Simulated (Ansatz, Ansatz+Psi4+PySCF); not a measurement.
```json
{"atom": "B", "x (Å)": "0.0000", "y (Å)": "0.0000", "z (Å)": "-0.8745"}
{"atom": "B", "x (Å)": "0.0000", "y (Å)": "0.0000", "z (Å)": "0.8745"}
```

Basis set: cc-pVTZ (spherical functions). Frozen core: 2 orbitals. Correlation on ROHF uses semicanonical orbitals with singles. Charge 0, multiplicity 3.

Computed with Ansatz (development build ahead of 0.2.0); the reference of a correlated method needn't be the lowest determinant of its kind.

Task: Give the atomization energy at this shape (free ground-state atoms in the same class of orbitals less the molecule, no zero-point energy) of triplet B2 by ROHF-CCSD(T), UHF-BCCD(T).

Result:

```
      method  atomization energy
ROHF-CCSD(T)             2.53 eV
 UHF-BCCD(T)             2.51 eV
```

Caution: the reference determinant was not shown to be the lowest; the shape is not the minimum. Caution for UHF-BCCD(T): the program doubts this total.
